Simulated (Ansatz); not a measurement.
Wavefunction ladder for `C#CF`

| atom | x (Å) | y (Å) | z (Å) |
| --- | --- | --- | --- |
| C1 | 0.643 | -0.076 | 0.004 |
| C2 | -0.541 | 0.064 | -0.003 |
| F3 | -1.802 | 0.212 | -0.011 |
| H4 | 1.699 | -0.200 | 0.010 |

The species carries charge 0 and has multiplicity 1. All single points use the PBE0-D4/def2-TZVP geometry. Frozen core, restricted reference, Ansatz 0.2.0. CBS rows extrapolate triple and quadruple zeta.

```
      basis     HF (Eh)  MP2 corr.
   def2-SVP  -175.50760   -0.43266
 def2-TZVPP  -175.72196   -0.54630
 def2-QZVPP  -175.72951   -0.58984
cc-pV(D+d)Z  -175.65636   -0.43464
cc-pV(T+d)Z  -175.71345   -0.54972
cc-pV(Q+d)Z  -175.72668   -0.59194
```

(1) Estimate the CCSD correlation energy and the (T) correction in each basis where they were run (hartree).

Results:

(1) 
| basis | CCSD corr. | (T) |
| --- | --- | --- |
| def2-SVP | -0.44605 | -0.01427 |
| def2-TZVPP | -0.55408 | -0.02344 |
| def2-QZVPP | -0.59188 | -0.02636 |
| CBS(def2) | -0.61988 | -0.02851 |
| cc-pV(D+d)Z | -0.44829 | -0.01449 |
| cc-pV(T+d)Z | -0.55664 | -0.02391 |
| cc-pV(Q+d)Z | -0.59381 | -0.02642 |
| CBS(cc) | -0.62027 | -0.02821 |
